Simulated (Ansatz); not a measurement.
Coupled-cluster diagnostics for Na₃⁻ (the lowest singlet isomer of a short search), Ansatz.

Geometry of the singlet (PBE0/def2-TZVPD):

Cartesian coordinates in Å:
```
Na 0.001 0.000 0.001
Na 0.162 3.413 -0.347
Na -0.162 -3.413 0.346
```

Correlated methods freeze 3 core orbitals; core or outer-core shells of Na are correlated, in sets that lack core-valence functions. At PBE0/def2-TZVPD a broken-symmetry singlet of charge -1 lies 0.54 eV below the triplet, each at its own geometry. In the quintet geometry the species has come apart into loosely held pieces. At PBE0/def2-TZVPD a broken-symmetry singlet of charge -1 lies 1.69 eV below the quintet, each at its own geometry. The structure comes from a short search, and lower isomers may exist.

Geometry of the charge -1 triplet (PBE0/def2-TZVPD):

Cartesian coordinates in Å:
```
Na 0.058 0.010 -0.029
Na 3.165 0.693 -1.635
Na -3.223 -0.702 1.664
```

Geometry of the charge -1 quintet (PBE0/def2-TZVPD):

```xyz
3

Na   -0.001   -0.001    0.002
Na   -1.679   -1.947   -3.809
Na    1.680    1.948    3.807
```

**Question.** Estimate the CCSD(T) correlation energy, the shares of MP2 and (T), T1 and the reference's ⟨S²⟩ for: charge -1, singlet, own geometry in def2-TZVPPD; charge -1, triplet, own geometry in def2-TZVPPD; charge -1, quintet, own geometry in def2-TZVPPD; charge 0, doublet, vertical in def2-TZVPPD; and the rough time on 4 threads of Arm Neoverse V1 on a shared host.

**Answer.** 
| state | basis | correlation (eV) | MP2 share (%) | (T) share (%) | T1 | ⟨S²⟩ (pure) | wall time | remarks |
| --- | --- | --- | --- | --- | --- | --- | --- | --- |
| charge -1, singlet, own geometry | def2-TZVPPD | -15.617 | 93.1 | 1.7 | 0.015 | 0.00 (0.00) | 3.4 s | restricted SCF unstable |
| charge -1, triplet, own geometry | def2-TZVPPD | -14.849 | 92.7 | 1.7 | 0.051 | 2.45 (2.00) | 13 s | large T1 (0.051), spin-contaminated (⟨S²⟩ 2.45) |
| charge -1, quintet, own geometry | def2-TZVPPD | -14.135 | 94.9 | 1.3 | 0.015 | 6.00 (6.00) | 9.5 s | – |
| charge 0, doublet, vertical | def2-TZVPPD | -14.775 | 93.7 | 1.5 | 0.033 | 1.09 (0.75) | 9.5 s | spin-contaminated (⟨S²⟩ 1.09) |
Customary marks for T1 are 0.02 (closed shells), 0.045 (open shells) and about 0.05 (3d metals). T1 exceeds 0.02 in 2 of 4 rows and 0.045 in 1; the higher it lies, the less the single-reference result can be trusted.
